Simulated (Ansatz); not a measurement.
Potential energy curve for LiF, singlet.

Levels: RHF/cc-pVDZ (Ansatz, a program for electronic structure); RMP2 = MP2 on RHF/cc-pVDZ, frozen core in Ansatz; RCCSD(T) = CCSD(T) on RHF/cc-pVDZ, frozen core in Ansatz; UHF/cc-pVDZ (Ansatz); RCCSDT(Q) = CCSDT(Q) on RHF/cc-pVDZ, frozen core (Ansatz); RKS-PBE0 = restricted PBE0/cc-pVDZ (Ansatz); UKS-PBE0 = unrestricted PBE0/cc-pVDZ (Ansatz); RKS-PBE = restricted PBE/cc-pVDZ in Ansatz; UKS-PBE = unrestricted PBE/cc-pVDZ (Ansatz); FCI = full CI/cc-pVDZ, frozen core in Ansatz.

All curves are set to zero at 1.59 Å and compared with full CI in the same basis at 1.59, 1.67, 1.74, 1.80, 1.94, 2.11, 2.34, 2.60, 2.79, 3.17, 3.45, 3.85, 4.23, 4.69, 5.40 Å.

Q: Which method stays most parallel to full CI over these points, and which least?

A: RKS-PBE has the smallest spread and RCCSD(T) the largest. In order (mEh): RKS-PBE 17.83, UKS-PBE0 18.45, RKS-PBE0 21.21, UKS-PBE 23.87, RHF 43.12, RCCSDT(Q) 43.25, RMP2 47.52, UHF 61.40, RCCSD(T) 92.01.

Errors against full CI at some of the points (mEh):

```json
[
 {"method": "RKS-PBE", "1.94 Å": "0.1", "2.34 Å": "-2.0", "3.17 Å": "-11.1", "3.85 Å": "-17.5", "5.40 Å": "-2.9"},
 {"method": "UKS-PBE0", "1.94 Å": "1.8", "2.34 Å": "1.7", "3.17 Å": "-3.4", "3.85 Å": "-15.2", "5.40 Å": "-10.1"},
 {"method": "RKS-PBE0", "1.94 Å": "1.8", "2.34 Å": "1.7", "3.17 Å": "-2.7", "3.85 Å": "-4.6", "5.40 Å": "16.6"},
 {"method": "UKS-PBE", "1.94 Å": "0.1", "2.34 Å": "-2.0", "3.17 Å": "-11.5", "3.85 Å": "-22.7", "5.40 Å": "-16.9"},
 {"method": "RHF", "1.94 Å": "2.5", "2.34 Å": "3.4", "3.17 Å": "2.2", "3.85 Å": "6.3", "5.40 Å": "43.1"},
 {"method": "RCCSDT(Q)", "1.94 Å": "-0.1", "2.34 Å": "-0.2", "3.17 Å": "-0.8", "3.85 Å": "-5.3", "5.40 Å": "37.9"},
 {"method": "RMP2", "1.94 Å": "0.1", "2.34 Å": "0.5", "3.17 Å": "3.0", "3.85 Å": "10.2", "5.40 Å": "47.5"},
 {"method": "UHF", "1.94 Å": "2.5", "2.34 Å": "3.4", "3.17 Å": "-7.3", "3.85 Å": "-44.2", "5.40 Å": "-58.0"},
 {"method": "RCCSD(T)", "1.94 Å": "0.1", "2.34 Å": "0.2", "3.17 Å": "0.0", "3.85 Å": "-6.8", "5.40 Å": "41.2"}
]
```

The scan ran from 1.25 to 6.25 Å; beyond the distances shown full CI changes its symmetry label. The restricted form behind RHF, RMP2, RKS-PBE0, RKS-PBE keeps the bonding electrons paired and can't separate into open-shell fragments. The T1 diagnostic of CCSD on the restricted reference of RMP2, RCCSD(T), RCCSDT(Q) exceeds 0.045 at 3.17 to 5.40 Å. The unrestricted determinant behind UHF is spin-contaminated at 3.17 to 5.40 Å (<S²> up to 1.0, against 0.00 for a pure singlet). The unrestricted determinant behind UKS-PBE0 is spin-contaminated at 3.17 to 5.40 Å (<S²> up to 0.7, against 0.00 for a pure singlet). The unrestricted determinant behind UKS-PBE is spin-contaminated at 3.17 to 5.40 Å (<S²> up to 0.6, against 0.00 for a pure singlet).
